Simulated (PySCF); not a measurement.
One of the candidates below gave these computed data.

All candidates are C5H10O.

- Polarisability: 68.9 au [PBE0/def2-SVPD]
- UV, first state: lowest singlet excitation: 6.44 eV (193 nm, f = 0.025) [TDDFT PBE0/def2-SVPD]
- 13C NMR: chemical shifts (computed TMS as zero) by class: 147.1 (1 C), 120.1 (1 C), 79.0 (1 C), 71.0 (1 C), 18.1 (1 C) ppm [GIAO PBE0/pcSseg-1]
- Rotational structure: rotational constants A, B, C: 16.009, 1.378, 1.331 GHz [GFN2-xTB]
- UV, strongest line: among the 6 lowest singlet transitions: S4 at 7.62 eV (163 nm, f = 0.353) [TDDFT PBE0/def2-SVPD]
- Dipole: 1.19 D [PBE0/def2-SVPD]
- Triplet: lowest triplet excitation (Tamm–Dancoff): 4.42 eV [TDA PBE0/def2-SVPD]
- 1H NMR: chemical shifts (computed TMS as zero) by class: 6.40 (1 H), 5.44 (1 H), 5.35 (1 H), 4.18 (2 H), 3.55 (2 H), 1.30 (3 H) ppm [GIAO PBE0/pcSseg-1]

The electronic properties come from PySCF, for the isolated species, density fitting. Levels stand in brackets. The structure is a single GFN2-xTB conformer in the gas phase; no vibrational or solvent corrections. NMR values are class means; diastereotopic atoms form classes of their own.

Problem. Which candidate is it?
A. `C/C=C\CCO` ((3Z)-3-penten-1-ol)
B. `C=CCOCC` (allyl ethyl ether)
C. `C=C(CC)OC` (2-methoxy-1-butene)
D. `CCC(=O)CC` (3-pentanone)

Solution. B. It is `C=CCOCC`. Numbering: `[CH2:1]=[CH:2][CH2:3][O:4][CH2:5][CH3:6]`. Its formula, C5H10O, gives 1 degree of unsaturation: 0 rings and 1 π bond in the structure found. 5 carbons fall into 5 classes; from least to most shielded: alkene CH carbon [C2] (147.1 ppm), terminal =CH2 carbon [C1] (120.1 ppm), sp3 carbon bound to oxygen [C3] (79.0 ppm), sp3 carbon bound to oxygen [C5] (71.0 ppm), methyl carbon [C6] (18.1 ppm). Hydrogen classes from least to most shielded: 1 H on an alkene CH carbon, C2 (6.40 ppm), 1 H on a terminal =CH2 carbon, C1 (5.44 ppm), 1 H on a terminal =CH2 carbon, C1 (5.35 ppm), 2 H on an sp3 carbon bound to oxygen, C3 (4.18 ppm), 2 H on an sp3 carbon bound to oxygen, C5 (3.55 ppm), 3 H on a methyl carbon, C6 (1.30 ppm, a mean of values up to 0.5 ppm apart in this geometry). The optimised geometry has point group C1 and is an asymmetric top.

The others, at the same levels:
- `C=C(CC)OC` fails: its computed 13C shifts are 176.2 (1 C), 81.9 (1 C), 56.0 (1 C), 34.8 (1 C), 18.1 (1 C) ppm, 1H shifts are 4.04 (1 H), 3.74 (1 H), 3.69 (3 H), 2.09 (2 H), 1.16 (3 H) ppm and rotational constant A is 6.029 GHz (against 16.009 GHz).
- `C/C=C\CCO` fails: its computed 13C shifts are 137.0 (1 C), 134.2 (1 C), 65.0 (1 C), 34.8 (1 C), 16.2 (1 C) ppm, 1H shifts are 6.08 (1 H), 5.82 (1 H), 3.73 (2 H), 2.38 (2 H), 1.90 (3 H), 1.02 (1 H) ppm and rotational constant A is 5.432 GHz (against 16.009 GHz).
- `CCC(=O)CC` fails: it has 3 carbon classes against 5; its computed 13C shifts are 215.4 (1 C), 39.7 (2 C), 9.5 (2 C) ppm, 1H shifts are 2.35 (4 H), 1.10 (6 H) ppm and rotational constant A is 8.813 GHz (against 16.009 GHz).

Each candidate is one conformer, not necessarily the lowest. Dipoles, sizes and rotational constants follow the conformer. The torsions of the flexible species, by atom-mapped SMILES:
- `[CH2:1]=[CH:2][CH2:3][O:4][CH2:5][CH3:6]`: C1–C2–C3–O4 -141°, C2–C3–O4–C5 -178°, C3–O4–C5–C6 -179°
- `[CH2:1]=[C:2]([CH2:3][CH3:4])[O:5][CH3:6]`: C1–C2–C3–C4 -99°, C1–C2–O5–C6 2°
- `[CH3:1]/[CH:2]=[CH:3]\[CH2:4][CH2:5][OH:6]`: C2–C3–C4–C5 -97°, C3–C4–C5–O6 67°, H–O6–C5–C4 -52°
- `[CH3:1][CH2:2][C:3](=[O:4])[CH2:5][CH3:6]`: C1–C2–C3–O4 12°, C2–C3–C5–C6 -167°
